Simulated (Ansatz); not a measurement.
**[CF3]+ (SMILES F[C+](F)F): methods side by side**

[CF3]+ has 4 atoms, charge +1, and is taken as a singlet. As SMILES, `F[C+](F)F`. Geometry: optimised at B3LYP/def2-SVP.

```xyz
4

F     0.7014   -0.1151    1.0094
C     0.0000    0.0000    0.0000
F    -0.6119   -0.9772   -0.4411
F    -0.0894    1.0923   -0.5683
```

Each level gives the adiabatic electron affinity (to the doublet neutral, shapes relaxed at B3LYP/def2-SVP, no zero-point term) (eV). The values are calculated.

The electron affinity is E(neutral) − E(anion): positive where the electron is bound.

```csv
level,kind,program,value (eV),less CCSD(T)/def2-TZVPP,CPU time (all runs)
HF/def2-TZVPP,Hartree–Fock,Ansatz,8.75,-0.11,1.8 s
SVWN5/def2-TZVPP,LDA,Ansatz,8.76,-0.10,1.7 s
BLYP/def2-TZVPP,GGA,Ansatz,8.89,+0.03,3.6 s
r2SCAN/def2-TZVPP,meta-GGA,Ansatz,9.02,+0.16,7.6 s
PBE0-D4/def2-TZVPP,global hybrid,Ansatz,8.99,+0.13,4.1 s
CAM-B3LYP/def2-TZVPP,range-separated hybrid,Ansatz,9.16,+0.30,4.6 s
B2PLYP/def2-TZVPP,double hybrid,Ansatz,8.95,+0.09,7 s
MP2/def2-TZVPP,perturbation theory,Ansatz,8.77,-0.09,3 s
CCSD(T)/def2-TZVPP,coupled cluster or CI,Ansatz,8.86,0.00,1.9 min
```

CCSD(T)/def2-TZVPP is the highest level here, not the true value. The values span 8.75 to 9.16 eV. Times are those of the runs behind each value, whatever else they computed, on shared processors of several kinds: orders of magnitude only.
